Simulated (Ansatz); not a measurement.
# BFH4: the cost of one run

All numbers below are computed with Ansatz 0.2.0 (RKS r2SCAN/def2-SVP).

## Step 1: The starting structure

Bond lengths: B1–H3 1.190 Å, B1–H4 1.190 Å, B1–F5 1.620 Å. Angles: H3–B1–H4 120.0°, H3–B1–F5 97.0°, H4–B1–F5 101.2°.

Structure file:

```xyz
6

B     0.0000    0.0000    0.0000
H     0.0000    0.0000    1.5400
H     1.0305    0.0000   -0.5950
H    -1.0305    0.0000   -0.5950
F     0.0677   -1.5359    0.5108
H     0.0382   -0.8667    1.4996
```

## Step 2: A restrained relaxation towards end A

Springs on the bonds that form and break draw the guess towards this end; the thresholds are loose.

File input.yaml:

```yaml
crystal:
  periodic: [false, false, false]
  atoms:
    - { symbol: B, position_ang: [0.0, 0.0, 0.0] }
    - { symbol: H, position_ang: [0.0, 0.0, 1.54] }
    - { symbol: H, position_ang: [1.0305, 0.0, -0.595] }
    - { symbol: H, position_ang: [-1.0305, 0.0, -0.595] }
    - { symbol: F, position_ang: [0.0677, -1.5359, 0.5108] }
    - { symbol: H, position_ang: [0.0382, -0.8667, 1.4996] }
basis:
  gaussian: { orbitals: def2-SVP }
hamiltonian:
  xc: r2scan
relax:
  f_tol: 0.15
  max_steps: 25
  restrain:
    - { distance: [0, 4], at: 2.52, k: 30.0 }
    - { distance: [5, 1], at: 1.86, k: 30.0 }
    - { distance: [0, 1], at: 1.19, k: 30.0 }
    - { distance: [5, 4], at: 0.92, k: 30.0 }
```

On the command line:

```sh
$ ansatz run input.yaml --threads 1 --pin off --max-ram 2048MiB --backend cpu --events-out ev --progress --plain --runs-dir out
```

**Question.** How long does this run take on 1 thread of Arm Neoverse V1, shared host, and how much memory does it need?

About 12 s, with a peak of 0.11 GiB.
